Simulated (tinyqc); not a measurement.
Stretching all distances: RHF, UHF, MP2, CISD and CCSD against full CI in the sto-3g basis, for LiH, spin multiplicity 1. Computed by the program tinyqc with PySCF. 

Geometry (angstrom):

| atom | x | y | z |
|---|---|---|---|
| Li | 0.0000 | 0.0000 | 0.0000 |
| H | 0.0000 | 0.0000 | 1.4470 |

All coordinates are multiplied by the scale. c0^2 is the weight of the RHF determinant in the lowest singlet FCI state (UHF is spin-contaminated and may lie near states of higher spin) and n(LUMO) the first natural occupation beyond the occupied space.

Full CI energy (hartree) and errors against it (kcal/mol):

| scale | distance 1-2 (angstrom) | E(FCI) | RHF | UHF | MP2 | CISD | CCSD | <S^2> UHF | c0^2 | n(LUMO) |
|---|---|---|---|---|---|---|---|---|---|---|
| 0.980 | 1.418 | -7.87951 | 11.349 | 11.349 | 3.972 | 0.007 | 0.005 | 0.000 | 0.979 | 0.033 |
| 1.190 | 1.722 | -7.87850 | 14.270 | 14.270 | 5.484 | 0.010 | 0.008 | 0.000 | 0.969 | 0.052 |
| 1.390 | 2.011 | -7.86024 | 19.174 | 19.174 | 8.093 | 0.014 | 0.011 | 0.000 | 0.947 | 0.089 |
| 1.600 | 2.315 | -7.83686 | 26.941 | 19.212 | 12.358 | 0.022 | 0.019 | 0.606 | 0.904 | 0.160 |
| 1.800 | 2.605 | -7.81712 | 37.206 | 13.619 | 18.035 | 0.035 | 0.030 | 0.817 | 0.836 | 0.270 |
| 2.010 | 2.908 | -7.80215 | 50.770 | 8.066 | 25.142 | 0.051 | 0.046 | 0.912 | 0.746 | 0.422 |
| 2.210 | 3.198 | -7.79332 | 65.066 | 4.547 | 31.451 | 0.066 | 0.060 | 0.955 | 0.668 | 0.567 |
| 2.420 | 3.502 | -7.78809 | 79.720 | 2.433 | 35.679 | 0.078 | 0.070 | 0.977 | 0.610 | 0.691 |

UHF parts from RHF first at scale 1.6 of those listed, where <S^2> leaves zero. The weight c0^2 goes from 0.98 to 0.61 and n(LUMO) from 0.03 to 0.69: static correlation grows as the bonds break into open-shell fragments. The spread of the error along the curve, which distorts its shape, is CCSD 0.1, CISD 0.1, UHF 16.8, MP2 31.7, RHF 68.4 kcal/mol.
